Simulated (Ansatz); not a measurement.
**fcc Pd**

Method: r²SCAN in Ansatz (plane waves, PAW).

Settings: plane-wave cutoff 500 eV, 26×26×18 k mesh (along the axes of the cell as run), Fermi–Dirac smearing 0.1 eV, ferromagnetic start, spin-polarised with parallel moments, scalar-relativistic PAW data made under PBE.

Cell: relaxed at this level.

```json
{
  "volume_per_atom": "14.97 Å³/atom",
  "equilibrium_lattice_constant_a": "3.913 Å",
  "magnetic moment per atom (the cell's total over its atoms)": "0.34 μB"
}
```

Measured, for comparison: equilibrium volume per atom 14.56 Å³/atom, lattice constant a 3.876 Å (static lattice: zero-point anharmonic expansion removed; as tabulated in Mejia-Rodriguez and Trickey (2018), arXiv:1807.09216). Computed (rounded) less measured: equilibrium volume per atom +2.8 %, lattice constant a +1.0 %.

Note: the collinear magnetic order is the start's and need not be the measured one.

Moments are spin moments.

The computed numbers hold no vibrational or temperature effects.

Computing time: roughly 17 core-minutes.

Ansatz is an electronic-structure program.
